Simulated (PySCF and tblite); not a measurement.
Values are calculated unless marked as measured or tabulated.
Stationary points of C3H7NS at B3LYP-D3(BJ)/def2-SVP, in Å:

Structure A

```
 1 C     1.862   -0.023   -0.013
 2 S     0.861    0.061    1.513
 3 N    -0.781    0.054    1.006
 4 C    -1.293    0.756   -0.150
 5 C    -1.308   -0.743   -0.081
 6 H     2.906   -0.015    0.336
 7 H     1.711    0.850   -0.666
 8 H     1.695   -0.952   -0.578
 9 H    -0.584    1.210   -0.854
10 H    -2.208    1.338    0.010
11 H    -2.234   -1.289    0.132
12 H    -0.609   -1.274   -0.739
```

Structure B

```
 1 C     2.292   -0.017    0.254
 2 S     0.698    0.060    1.111
 3 N    -0.333    0.001   -0.298
 4 C    -1.580    0.753   -0.276
 5 C    -1.585   -0.739   -0.211
 6 H     3.066    0.022    1.036
 7 H     2.413    0.841   -0.423
 8 H     2.390   -0.956   -0.309
 9 H    -1.833    1.277   -1.206
10 H    -1.840    1.296    0.641
11 H    -1.847   -1.199    0.749
12 H    -1.841   -1.340   -1.092
```

Structure C

```
 1 C     2.218   -0.018    0.131
 2 S     0.872    0.059    1.372
 3 N    -0.501    0.028    0.441
 4 C    -1.506    0.773   -0.208
 5 C    -1.520   -0.757   -0.135
 6 H     3.162   -0.002    0.699
 7 H     2.187    0.853   -0.540
 8 H     2.165   -0.949   -0.453
 9 H    -1.278    1.247   -1.177
10 H    -2.236    1.328    0.402
11 H    -2.260   -1.237    0.524
12 H    -1.302   -1.324   -1.054
```

Geometries: B3LYP-D3(BJ)/def2-SVP; energies: PBE0/pcSseg-1 + D3(BJ); zero-point and thermal terms from GFN2-xTB harmonic modes (soft modes blended into free rotors).

Which structure is a saddle point, and along which motion?

C: one imaginary mode (271i cm⁻¹ at GFN2-xTB, mostly on N3), along the pyramidal inversion at N3.

Give their symmetry and energies above the lowest.

A Cs, 1.3 kcal/mol; B Cs, 0.0 kcal/mol; C Cs, 10.5 kcal/mol.
